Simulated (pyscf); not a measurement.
## Substitution at C: `[CH3][N]([CH3])[AlH2]` + `[H]` [doublet] → `[CH3][N]([CH3])[AlH2]` + `[H]` [doublet]

Gas phase, doublet surface, charge 0. Bonds broken: C1–H13. Bonds formed: C1–H7. Single points on ωB97X-D3(BJ)/def2-SVP structures (PySCF, gas phase).

Transition state (Å):

```xyz
13

C      0.6493     1.0316     0.2037
N     -0.7353     0.4140     0.4134
C     -1.0383    -0.6605    -0.5139
Al    -1.8236     0.9315     1.7311
H      0.4416     1.9491     0.9146
H      0.7423     1.5476    -0.7712
H      1.1623    -0.0161    -0.0608
H     -2.0311    -1.0831    -0.2928
H     -1.0489    -0.3127    -1.5654
H     -0.2997    -1.4841    -0.4491
H     -1.3317     2.0618     2.7281
H     -3.2259     0.1998     1.8447
H      1.7782     1.1296     0.7686
```

One imaginary mode, 1429i cm⁻¹; descent along it reached the two sides named.

```json
[
 {"bond": "C1–H13", "change": "breaks", "reactant side (Å)": "1.108", "saddle": "1.266", "product side": "3.8"},
 {"bond": "C1–H7", "change": "forms", "reactant side (Å)": "3.9", "saddle": "1.196", "product side": "1.108"}
]
```

Electronic energies relative to the separated reactants (kcal/mol):

```tsv
level	barrier	reaction energy	reverse barrier
ωB97X-D3(BJ)/def2-TZVP	50.6	0.0	50.6
PBE/def2-TZVP	40.1	0.0	40.1
r²SCAN/def2-TZVP	41.8	0.0	41.8
B3LYP-D3(BJ)/def2-TZVP	45.0	0.0	45.0
PBE0-D3(BJ)/def2-TZVP	45.1	0.0	45.1
M06-2X/def2-TZVP	49.9	0.0	49.9
ωB97M-D3(BJ)/def2-TZVP	48.8	0.0	48.8
HF/def2-TZVP	73.0	0.0	73.0
```

With ωB97M-D3(BJ)/def2-TZVP energies and thermal terms (ideal gas, 1 atm, RRHO with modes under 100 cm⁻¹ raised to 100, one conformer, R ln 2 for chiral ones without a mode under 150 cm⁻¹), in kcal/mol:

```csv
T (K),ΔH‡,ΔG‡,ΔH,ΔG
298,46.2,52.3,0.0,0.0
600,45.8,58.6,0.0,0.0
900,45.7,65.1,0.0,0.0
1200,45.6,71.6,0.0,0.0
```

The same reactants have a lower exit, to [H₃C–N(CH₃)–AlH]• + H₂ (barrier +3.1 kcal/mol at ωB97M-D3(BJ)/def2-TZVP, against +48.8 kcal/mol here). H₃C–N(CH₃)–AlH₂ lies 36.8 kcal/mol over its isomer H₃C–Al(CH₃)–NH₂ (electronic energy, ωB97M-D3(BJ)/def2-TZVP). This is the saddle that the search found; another between the same sides may lie lower. The angle at the attacked C is 78°: a side-on saddle, likely not the lowest.
